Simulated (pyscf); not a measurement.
H₃Si–PH–SiH₃ + hydrogen (H₂) → H₃Si–PH–SiH₃ + hydrogen (H₂) (four-centre exchange; singlet surface; H–Si, H–H broken, H–Si, H–H formed). Structures and frequencies: ωB97X-D3(BJ)/def2-SVP in PySCF. Energies in kJ/mol from the separated reactants.

| level | barrier | reaction energy |
|---|---|---|
| ωB97X-D3(BJ)/def2-TZVP | 285.3 | 0.0 |
| PBE/def2-TZVP | 240.5 | 0.0 |
| r²SCAN/def2-TZVP | 255.3 | 0.0 |
| B3LYP-D3(BJ)/def2-TZVP | … | 0.0 |
| PBE0-D3(BJ)/def2-TZVP | 256.3 | 0.0 |
| HF/def2-TZVP | … | 0.0 |

### Question
Some entries are withheld; supply them.

### Answer

- B3LYP-D3(BJ)/def2-TZVP, barrier: 278.1
- HF/def2-TZVP, barrier: 369.4

The functionals in the table span 44.7 kJ/mol in this barrier, from PBE to ωB97X-D3(BJ)/def2-TZVP. At the saddle there is also a short H–Si contact that neither side keeps. One saddle was located; it need not be the lowest between these sides.
